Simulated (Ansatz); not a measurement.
**AlMgH2 (quartet): wave-function methods side by side, 6-31G**

How much of the correlation energy of AlMgH2 (quartet) does each wave-function method recover here?

Program: Ansatz 0.2.0, Gaussian basis. Level of theory: 6-31G, core rule «outside noble gas», up to 10 orbitals frozen. These are calculated values, not measurements.

To be run: UHF; CCSD(T) on ROHF; CCSD(T) on UHF; BCCD(T) on ROHF; CISD; CCSDT(Q) on ROHF; CCSDT(Q) on UHF; CISDTQ; CCSDTQ on ROHF; CCSDTQ on UHF; CASSCF and MRCISD+Q, 7 electrons in 10 orbitals; CASSCF and NEVPT2, 7 electrons in 10 orbitals; Full CI; Full CI, several states.

21 further runs of the same task are left out: 1 for a mislabelled method, 9 that didn't finish, 11 set aside as unsound or not needed.

### Step 1. What is computed

The geometry is a PBE0/def2-TZVP stationary point (not a proven minimum).

4 atoms, charge 0, spin multiplicity 4.

Atoms are counted from 1 here; the program's logs count them from 0.

Bond lengths: Al1–H3 1.585 Å, Al1–H4 1.685 Å, Mg2–H4 1.892 Å. Angles: H3–Al1–H4 120.6°, Al1–H4–Mg2 97.5°.

### Step 2. UHF

File in.yaml:

```yaml
crystal:
  periodic: [false, false, false]
  atoms:
    - {symbol: Al, position_ang: [0.000000, 0.056189, 1.220938]}
    - {symbol: Mg, position_ang: [0.000000, -0.001415, -1.471349]}
    - {symbol: H, position_ang: [0.000000, -0.327222, 2.759073]}
    - {symbol: H, position_ang: [0.000000, -1.142799, 0.037065]}
basis:
  gaussian: {orbitals: 6-31G}
magnetization: {spin_polarized: true, initial_magnetization: 3}
hamiltonian: {xc: hf}
output: {orbitals: {seedname: orbitals}}
```

On the command line:

```
> ansatz run in.yaml --threads 1 --pin off --events-out ev --progress --plain --max-ram 2393MiB
```

The runs that follow: CCSD(T) on ROHF; CCSD(T) on UHF; BCCD(T) on ROHF; CISD; CCSDT(Q) on ROHF; CCSDT(Q) on UHF; CISDTQ; CCSDTQ on ROHF; CCSDTQ on UHF; CASSCF and MRCISD+Q, 7 electrons in 10 orbitals; CASSCF and NEVPT2, 7 electrons in 10 orbitals; Full CI; Full CI, several states.

**Question.** What will the summary of the whole plan be? Wanted: FCI below the RHF energy; RMP2 from FCI; UMP2 from FCI; RCCSD from FCI; RCCSD(T) from FCI; UCCSD(T) from FCI; RCCSDT(Q) from FCI; UCCSDT(Q) from FCI; NEVPT2 valence from FCI.

As calculated:

| quantity | value |
| --- | --- |
| FCI below the RHF energy | -1.6218 eV |
| RMP2 from FCI | +52.9 kJ/mol |
| UMP2 from FCI | +52.6 kJ/mol |
| RCCSD from FCI | +5.1 kJ/mol |
| RCCSD(T) from FCI | +1.8 kJ/mol |
| UCCSD(T) from FCI | +1.7 kJ/mol |
| RCCSDT(Q) from FCI | 0.0 kJ/mol |
| UCCSDT(Q) from FCI | -0.1 kJ/mol |
| NEVPT2 valence from FCI | +11.5 kJ/mol |
| MRCISD+Q valence from FCI | +1.0 kJ/mol |
| levels within 1 kcal/mol (43 meV) | RCCSD(T), UCCSD(T), BCCD(T), RCCSDT, UCCSDT, CISDTQ, RCCSDT(Q), UCCSDT(Q), RCCSDTQ, UCCSDTQ, MRCISD valence, MRCISD+Q valence |
| T1 diagnostic | 0.024 |
| effectively unpaired electrons | 3.02 |

In words: RCCSD(T) lands +1.8 kJ/mol from the yardstick (1.1 % of the correlation energy). One determinant dominates. Of the multireference levels listed MRCISD+Q valence comes nearest in total energy (+1.0 kJ/mol), which doesn't show that its space is the better one. The next state among those solved, a quartet, lies 2.08 eV up. These misses are within one basis, not against nature; the frozen cores of restricted and unrestricted runs differ, which can shift their rows.
